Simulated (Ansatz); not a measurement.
# AlClO (triplet): from Hartree-Fock to the top rungs, def2-QZVPP

One table from this session's results is given with a row withheld; the runs are named, their logs left out.

The runs use Ansatz 0.2.0, Gaussian basis; def2-QZVPP, core rule «outside noble gas», up to 11 orbitals frozen.

To be run: UHF; ROHF; CCSD(T) on UHF.

2 further runs of the same task are left out: 2 set aside as unsound or not needed.

## The geometry

The geometry is a PBE0/def2-TZVP stationary point (not a proven minimum) of the parent state, kept for this charge and spin.

3 atoms, charge 0, spin multiplicity 3.

Atoms are counted from 1 here; the program's logs count them from 0.

Bond lengths: Al1–O2 1.699 Å, O2–Cl3 1.640 Å. Angles: Al1–O2–Cl3 180.0°.

The first run:

Input file in.yaml:

```yaml
crystal:
  periodic: [false, false, false]
  atoms:
    - {symbol: Al, position_ang: [0.000000, 0.000000, 1.679233]}
    - {symbol: O, position_ang: [0.000000, 0.000000, -0.019667]}
    - {symbol: Cl, position_ang: [0.000000, 0.000000, -1.659567]}
basis:
  gaussian: {orbitals: "def2-QZVPP.json"}
magnetization: {spin_polarized: true, initial_magnetization: 2}
hamiltonian: {xc: hf}
output: {orbitals: {seedname: orbitals}}
```

The run is started by

```
$ ansatz run in.yaml --threads 1 --pin off --events-out ev --progress --plain --max-ram 2393MiB
```

Steps of the session up to this table: UHF; ROHF; CCSD(T) on UHF.

One table of the session follows, with a row left open; its other results are not shown here.

It belongs to the step «Misses and costs». 

| method | from UCCSD(T) (kJ/mol) |
| --- | --- |
| ROHF | ? |
| UHF | +1391.0 |
| UMP2 | +100.8 |
| UCCSD | +61.1 |
| UCCSD(T) | 0 |

Estimate the missing values for ROHF.

As computed: from UCCSD(T) (kJ/mol): +1392.5. In the column «from UCCSD(T) (kJ/mol)» it is the highest.
